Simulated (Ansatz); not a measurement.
We consider zinc-blende BeSe, described by PBE in Ansatz (plane waves, PAW).

Run with plane-wave cutoff 520 eV, 12×12×12 k mesh, scalar-relativistic PAW data made under PBE.

Computed at the level's own relaxed cell.

Hill averages of the elastic tensor: K = 75.1 GPa, G = 53.5 GPa. Volume 17.351 Å³/atom, mean atomic mass 43.986 u.

**Question.** Work out the density, the sound velocities of a polycrystal and the elastic Debye temperature at this level.

**Answer.** ρ = 1.66054 × 43.986/17.351 = 4.210 g/cm³. v_l = √[(K + 4G/3)/ρ] = 5.898 km/s and v_t = √(G/ρ) = 3.565 km/s. The mean follows from 3/v_m³ = 1/v_l³ + 2/v_t³: v_m = 3.941 km/s. Θ_D = (ħ/k_B) v_m (6π²/V)^(1/3) = 76.38 K Å s/km × 3.941 × 1.5056 Å⁻¹ = 453 K, counting all atoms of the cell.

Ansatz is an electronic-structure program.
